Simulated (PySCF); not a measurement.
Li₂, SMILES [Li][Li].

Geometry optimised at B3LYP-D3(BJ)/def2-TZVPD.

These are PySCF 2.14.0 with B3LYP-D3(BJ)/def2-TZVPD values and carry that method's errors.

Frequencies are harmonic and unscaled.

**Question.** Estimate the vibrational spectrum. (An estimate is asked for; the answer gives what the named calculation found.)

**Answer.** 
```
mode  ν (cm⁻¹)  IR (km/mol)  moving atoms (share of kinetic energy)
----  --------  -----------  --------------------------------------
1          325          0.0                                Li 100 %
```
